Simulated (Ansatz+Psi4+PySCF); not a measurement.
Results of a calculation; reference values are marked as such.
Input for PySCF 2.14.0:

```python
from pyscf import gto, scf, mp

mol = gto.M(atom="""
O 0.119260 0.000000 0.000000
H -0.483200 0.771120 0.000000
H -0.477050 -0.763240 0.000000
""", basis='cc-pvtz', charge=1, spin=1)
mf = scf.UHF(mol)
mf.kernel()
pt = mp.MP2(mf, frozen=1).run()
print(mf.e_tot, pt.e_corr, pt.e_tot)
```

The script is written out from the run's settings.

Output:

- Converged: yes
- Reference energy: -75.65706 hartree
- Correlation energy: -0.19769 hartree
- Total energy: -75.85475 hartree
- Spin squared of the determinant: 0.757

Messages of the program:
```
WARN: HOMO -0.474184956051374 >= LUMO -0.474184956051374
WARN: HOMO -0.474184956051374 >= LUMO -0.474184956051374
```
